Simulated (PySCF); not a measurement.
# Relaxation of singlet [Cl3]+

Computed with PBE0/[Cl def2-TZVP], no relativity, density fitting, PySCF. A (50,194) grid was used.

A hand-made bent start, of C2v symmetry, held to at least that symmetry:

```xyz
3
charge 1 multiplicity 1, angstrom
Cl    0.0000    0.0000   -0.7420
Cl    1.5895    0.0000    0.3710
Cl   -1.5895    0.0000    0.3710
```

At each step, columns x, y, z (Å) and Fx, Fy, Fz (eV/Å):

```
step 0  E − E(last) = 1.21 kJ/mol
Cl   0.000   0.000  -0.742   0.000   0.000  -0.628
Cl   1.589   0.000   0.371   0.426   0.000   0.314
Cl  -1.589   0.000   0.371  -0.426   0.000   0.314
step 1  E − E(last) = 0.01 kJ/mol
Cl   0.000   0.000  -0.760   0.000   0.000   0.012
Cl   1.599   0.000   0.380   0.027   0.000  -0.006
Cl  -1.599   0.000   0.380  -0.027   0.000  -0.006
step 2  E − E(last) = 0.00 kJ/mol
Cl   0.000   0.000  -0.758   0.000   0.000   0.004
Cl   1.602   0.000   0.379   0.008   0.000  -0.002
Cl  -1.602   0.000   0.379  -0.008   0.000  -0.002
step 3  E − E(last) = 0.00 kJ/mol
Cl   0.000   0.000  -0.757   0.000   0.000   0.000
Cl   1.603   0.000   0.378   0.000   0.000   0.000
Cl  -1.603   0.000   0.378   0.000   0.000   0.000
```

It ends at C2v with Cl–Cl 1.964 Å (×2); Cl–Cl–Cl 109.4°. A frequency run shows a minimum. Other isomers or separated fragments may lie lower.
